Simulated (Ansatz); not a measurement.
**How basis sets differ on CH7AlO (SMILES C[OH+][AlH3-])**

The species is CH7AlO (10 atoms), meant as a singlet with charge 0. SMILES: `C[OH+][AlH3-]`. The shape is that of a PBE0-D4/def2-TZVP optimisation.

Each level gives the HOMO–LUMO gap (eV). The values are calculated.

```csv
level,kind,program,value (eV)
HF/STO-3G,Hartree–Fock,Ansatz,19.60
HF/3-21G,Hartree–Fock,Ansatz,13.80
HF/def2-SVP,Hartree–Fock,Ansatz,13.73
HF/cc-pVTZ,Hartree–Fock,Ansatz,13.13
```

The values span 13.13 to 19.60 eV. A Hartree–Fock LUMO above zero doesn't converge with the basis: it sinks as sets grow more diffuse. Orbital gaps aren't excitation energies.
